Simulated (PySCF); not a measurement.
Compound: CH2BOH, CH3BO.
Geometry (PBE0-D3(BJ)/def2-SVP, Å), atoms numbered from 1 in this order:
```xyz
6
CH3BO angstrom
C     -1.0100   -0.0082    0.1068
B      0.3686   -0.1518   -0.0112
O      1.6690   -0.3085   -0.1409
H     -1.5875   -0.5773    0.8392
H     -1.5739    0.6710   -0.5371
H      2.2031    0.2829    0.4037
```

Method used: core-valence-separated Tamm–Dancoff BHandHLYP/aug-pcX-1 (pcseg-1 on H) in PySCF, non-relativistic, gas phase, PBE0-D3(BJ)/def2-SVP geometry. No shift to experiment was applied.

The lowest roots of each edge with f over 0.003 (five at most, numbered afresh; weaker and dark ones are left out), with transition dipoles (au) in the frame of the coordinates:

```tsv
root	edge	E (eV)	μx	μy	μz
1	C	283.78	0.0108	0.0616	0.0561
2	C	285.07	0.0380	-0.0014	-0.0008
3	C	285.42	0.0005	0.0351	-0.0387
4	C	286.59	0.0261	0.0042	0.0041
5	O	532.80	-0.0143	-0.0251	-0.0232
6	O	533.18	0.0004	0.0303	-0.0333
7	O	535.45	0.0325	0.0095	0.0090
8	O	535.65	0.0115	-0.0228	-0.0206
9	O	537.24	-0.0060	-0.0161	-0.0147
10	B	187.91	0.0010	0.0958	-0.1058
11	B	190.15	-0.0002	0.0832	0.0753
12	B	190.50	-0.0278	-0.0491	-0.0447
13	B	192.71	0.0002	0.0189	-0.0208
```

Task: What are the oscillator strengths?

Result: f = (2/3) ΔE |μ|², with ΔE in hartree (27.2114 eV):

| root | ΔE (Eh) | \|μ\|² (au) | f | core hole on |
| --- | --- | --- | --- | --- |
| 1 | 10.4286 | 0.007060 | 0.049 | C1 |
| 2 | 10.4761 | 0.001450 | 0.010 | C1 |
| 3 | 10.4891 | 0.002732 | 0.019 | C1 |
| 4 | 10.5319 | 0.000715 | 0.005 | C1 |
| 5 | 19.5802 | 0.001377 | 0.018 | O3 |
| 6 | 19.5939 | 0.002030 | 0.027 | O3 |
| 7 | 19.6772 | 0.001231 | 0.016 | O3 |
| 8 | 19.6850 | 0.001079 | 0.014 | O3 |
| 9 | 19.7432 | 0.000510 | 0.007 | O3 |
| 10 | 6.9057 | 0.020382 | 0.094 | B2 |
| 11 | 6.9878 | 0.012583 | 0.059 | B2 |
| 12 | 7.0006 | 0.005185 | 0.024 | B2 |
| 13 | 7.0818 | 0.000789 | 0.004 | B2 |

Task: Molecules are fixed in this frame and the field points along z. What effective strengths 3 f cos²θ do the roots have (θ between field and μ)?

Result: root 1 (C1): 0.066, root 2 (C1): 0.000, root 3 (C1): 0.031, root 4 (C1): 0.000, root 5 (O3): 0.021, root 6 (O3): 0.043, root 7 (O3): 0.003, root 8 (O3): 0.017, root 9 (O3): 0.009, root 10 (B2): 0.155, root 11 (B2): 0.079, root 12 (B2): 0.028, root 13 (B2): 0.006. Root 10 is the strongest. Averaged over all orientations cos²θ is 1/3, which gives f back.

On one thread, Intel Xeon at 2.50 GHz (x86_64) (shared host), this took 8.5 s of wall time and 0.41 GiB of memory at its peak.
